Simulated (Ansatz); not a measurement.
The first iterations of a band of H4OSi (6 atoms, charge 0, multiplicity 1).

Computed with RKS B3LYP-D4/def2-SVP (Ansatz 0.2.0).

* movable images: 7
* climbing image: yes
* spring: 5.0 eV/Å²
* optimiser: quadratic models (default)
* start path: IDPP
* force threshold: 0.03 eV/Å
* iteration limit: 60
* end points: relaxed

Image 0:

```xyz
6
Properties=species:S:1:pos:R:3
O 0.647 -1.046 0.426
Si -0.036 0.348 -0.188
H 0.070 -1.645 0.913
H -1.133 0.054 -1.161
H 1.058 1.075 -0.881
H -0.606 1.214 0.890
```

Image 8:

```xyz
6
Properties=species:S:1:pos:R:3
O 0.139 -1.252 0.328
Si -0.151 0.302 -0.209
H 0.773 -1.362 1.046
H -1.142 0.181 -1.309
H 1.090 0.956 -0.726
H -0.708 1.174 0.870
```

| iteration | highest image above the first end (eV) | largest band force component (eV/Å) |
| --- | --- | --- |
| 1 | 0.079 | 0.341 |
| 2 | 0.047 | 0.200 |

Task: Does the band converge within its limit, and where does its top end?

Result: It converged. It ended after 7 iterations with the highest image 0.025 eV above the first end. A vibrational analysis at the climbing image gives one clearly imaginary mode, 230i cm⁻¹: a first-order saddle point.

The run took 40 s on 1 CPU thread of a shared host.
